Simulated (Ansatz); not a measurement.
Computed with Ansatz.

A structure relaxed at PBE0-D4/def2-TZVP, charge 0, multiplicity 1:

```xyz
10

B     0.858   -0.661    0.983
C    -0.035    0.430    0.337
C    -0.631    0.155   -1.036
H     1.086   -1.705    0.438
H     1.342   -0.465    2.063
H     0.557    1.359    0.333
H    -0.823    0.662    1.072
H    -1.244    0.985   -1.396
H     0.153   -0.022   -1.776
H    -1.262   -0.737   -1.019
```

(1) Give its formula and SMILES.

(2) Point group (tolerance 0.08 Å, 0.16 Å for H)?

(3) Summarise the bond lengths by kind.

Answers

(1) C2H7B, `BCC`.

(2) Cs.

(3) 1 × B–C 1.551 Å; 2 × B–H 1.199 to 1.200 Å; 1 × C–C 1.522 Å; 5 × C–H 1.093 to 1.102 Å.
